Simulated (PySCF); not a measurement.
Species: C5H9P.
Bonds: C1–C2 (double), C2–P3, P3–C4 (double), C4–C5, C4–C6. Hydrogens: H7, H8 on C1; H9 on C2; H10, H11, H12 on C5; H13, H14, H15 on C6.

Level of theory: PBE0-D3(BJ)/def2-SVP geometry optimisation, gas phase (PySCF 2.14.0).

Problem. What internal coordinates does the optimisation give?

Solution. 
```json
{"bond": "C1=C2", "length (bohr)": "2.534", "order": "double"}
{"bond": "C2–P3", "length (bohr)": "3.421", "order": "single"}
{"bond": "P3=C4", "length (bohr)": "3.190", "order": "double"}
{"bond": "C4–C5", "length (bohr)": "2.837", "order": "single"}
{"bond": "C4–C6", "length (bohr)": "2.824", "order": "single"}
{"bond": "C1–H7", "length (bohr)": "2.071", "order": "single"}
{"bond": "C1–H8", "length (bohr)": "2.068", "order": "single"}
{"bond": "C2–H9", "length (bohr)": "2.072", "order": "single"}
{"bond": "C5–H10, C5–H11, C5–H12", "length (bohr)": "2.085", "order": "single"}
{"bond": "C6–H13, C6–H14, C6–H15", "length (bohr)": "2.082", "order": "single"}
```

Bonds in one row agree within 0.02 bohr and their mean is given. Orders are formal, as drawn. A selection of angles:
```json
{"angle": "C2–C1–H7", "degrees": "121.4"}
{"angle": "C2–C1–H8", "degrees": "121.7"}
{"angle": "H7–C1–H8", "degrees": "116.8"}
{"angle": "C1–C2–P3", "degrees": "120.3"}
{"angle": "C1–C2–H9", "degrees": "118.6"}
{"angle": "P3–C2–H9", "degrees": "121.1"}
{"angle": "C2–P3–C4", "degrees": "106.1"}
{"angle": "P3–C4–C5", "degrees": "116.5"}
{"angle": "P3–C4–C6", "degrees": "129.3"}
{"angle": "C5–C4–C6", "degrees": "114.2"}
{"angle": "C4–C5–H10", "degrees": "110.7"}
{"angle": "H10–C5–H11", "degrees": "108.3"}
{"angle": "C4–C6–H13", "degrees": "110.1"}
{"angle": "C4–C6–H15", "degrees": "114.3"}
{"angle": "H13–C6–H14", "degrees": "106.2"}
{"angle": "H13–C6–H15", "degrees": "108.0"}
```

Dihedral angles: C1–C2–P3–C4 179° (antiperiplanar); C2–P3–C4–C5 180° (antiperiplanar).

The C–P distances run from 1.688 Å (P3=C4, drawn double) to 1.810 Å (C2–P3, drawn single), a spread of 0.122 Å. The 6 heavy atoms lie in one plane (0.003 Å rms). The C–C distances run from 1.341 Å (C1=C2, drawn double) to 1.501 Å (C4–C5, drawn single), a spread of 0.160 Å. Of the pairs four or more bonds apart, H9···H15 is among the closest relative to their van der Waals radii: 1.95 Å, 81 % of the sum of Bondi's values.

Point group: Cs (every atom within 0.08 Å of its image). Not checked by PBE0-D3(BJ)/def2-SVP frequencies. One conformer, not necessarily the lowest.
